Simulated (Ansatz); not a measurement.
# SiP (quartet): the correlation ladder at distance Si1–P2 = 1.884 Å, 6-31G

How much of the correlation energy of SiP (quartet) does each wave-function method recover here?

Program: Ansatz 0.2.0, Gaussian basis. Level of theory: 6-31G, core rule «outside noble gas», up to 10 orbitals frozen. These are calculated values, not measurements.

To be run: UHF; CCSD(T) on ROHF; CCSD(T) on UHF; BCCD(T) on ROHF; CISD; CCSDT(Q) on ROHF; CCSDT(Q) on UHF; CISDTQ; CCSDTQ on ROHF; CCSDTQ on UHF; CASSCF and MRCISD+Q, 5 electrons in 5 orbitals; CASSCF and NEVPT2, 5 electrons in 5 orbitals; CASSCF and MRCISD+Q, 9 electrons in 8 orbitals; CASSCF and NEVPT2, 9 electrons in 8 orbitals; Full CI.

26 further runs of the same task are left out: 20 that didn't finish, 6 set aside as unsound or not needed.

### Step 1. The system

The geometry derives from a PBE0/def2-TZVP stationary point (not a proven minimum). One bond is set to the value named and the two fragments are kept rigid.

2 atoms, charge 0, spin multiplicity 4.

Atoms are counted from 1 here; the program's logs count them from 0.

Bond lengths: Si1–P2 1.884 Å.

### Step 2. UHF

in.yaml

```yaml
crystal:
  periodic: [false, false, false]
  atoms:
    - {symbol: Si, position_ang: [0.000000, 0.000000, 0.000000]}
    - {symbol: P, position_ang: [0.000000, 0.000000, 1.884000]}
basis:
  gaussian: {orbitals: 6-31G}
magnetization: {spin_polarized: true, initial_magnetization: 3}
hamiltonian: {xc: hf}
output: {orbitals: {seedname: orbitals}}
```

On the command line:

```console
> ansatz run in.yaml --threads 1 --pin off --events-out ev --progress --plain --max-ram 2393MiB
```

After this run come: CCSD(T) on ROHF; CCSD(T) on UHF; BCCD(T) on ROHF; CISD; CCSDT(Q) on ROHF; CCSDT(Q) on UHF; CISDTQ; CCSDTQ on ROHF; CCSDTQ on UHF; CASSCF and MRCISD+Q, 5 electrons in 5 orbitals; CASSCF and NEVPT2, 5 electrons in 5 orbitals; CASSCF and MRCISD+Q, 9 electrons in 8 orbitals; CASSCF and NEVPT2, 9 electrons in 8 orbitals; Full CI.

**Question.** What will the summary of the whole plan be? Wanted: FCI below the RHF energy; RMP2 from FCI; UMP2 from FCI; RCCSD from FCI; RCCSD(T) from FCI; UCCSD(T) from FCI; RCCSDT(Q) from FCI; UCCSDT(Q) from FCI; NEVPT2 pair from FCI.

**Answer**, as computed:

| quantity | value |
| --- | --- |
| FCI below the RHF energy | -2.8793 eV |
| RMP2 from FCI | +993.6 meV |
| UMP2 from FCI | +1117.5 meV |
| RCCSD from FCI | +357.2 meV |
| RCCSD(T) from FCI | +175.4 meV |
| UCCSD(T) from FCI | +170.0 meV |
| RCCSDT(Q) from FCI | -9.5 meV |
| UCCSDT(Q) from FCI | -12.3 meV |
| NEVPT2 pair from FCI | +508.4 meV |
| MRCISD+Q pair from FCI | +66.4 meV |
| NEVPT2 valence from FCI | +294.1 meV |
| levels within 1 kcal/mol (43 meV) | RCCSDT, UCCSDT, CISDTQ, RCCSDT(Q), UCCSDT(Q), RCCSDTQ, UCCSDTQ, MRCISD valence, MRCISD+Q valence |
| T1 diagnostic | 0.028 |
| effectively unpaired electrons | 3.58 |

What this shows: RCCSD(T) lands +175.4 meV from the yardstick (6.1 % of the correlation energy). RCCSDT(Q), UCCSDT(Q) fall below full CI: unrestricted runs freeze a spin-polarised core, another one than full CI's, and coupled cluster isn't variational. The occupations show some static correlation. Of the multireference levels listed MRCISD+Q valence comes nearest in total energy (+10.3 meV), which doesn't show that its space is the better one. These misses are within one basis, not against nature; the frozen cores of restricted and unrestricted runs differ, which can shift their rows.
